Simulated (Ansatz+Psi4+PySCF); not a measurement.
The numbers below are computed, except where a source is named.
A run of PySCF 2.14.0 on doublet O3(+) at this shape:

```xyz
3

O     0.0000    0.0000    0.0000
O     0.0000    1.1620    0.5174
O     0.0000   -1.1036    0.4913
```

Its results:

| Item | Value |
| --- | --- |
| Converged | yes |
| Reference energy | -223.87856 hartree |
| Correlation energy | -0.80162 hartree |
| Total energy | -224.68018 hartree |
| Spin squared of the determinant | 0.812 |

Messages of the program:
```
WARN: HOMO -0.288102544582772 >= LUMO -0.288102544582772
WARN: HOMO -0.288102544582772 >= LUMO -0.288102544582772
```

(1) Which input gives this output? Name the method, the orbitals and the basis set, and write the input.

Answers

(1) UHF-MP2 in cc-pVTZ.

```python
from pyscf import gto, scf, mp

mol = gto.M(atom="""
O 0.000000 0.000000 0.000000
O 0.000000 1.162030 0.517370
O 0.000000 -1.103560 0.491340
""", basis='cc-pvtz', charge=1, spin=1)
mf = scf.UHF(mol)
mf.kernel()
pt = mp.MP2(mf, frozen=3).run()
print(mf.e_tot, pt.e_corr, pt.e_tot)
```

The reference isn't the lowest determinant (another lies 3.05 eV lower), but the same method gives a higher total on the lower determinant. Caution: MP2 on this radical cation hangs on the determinant chosen.
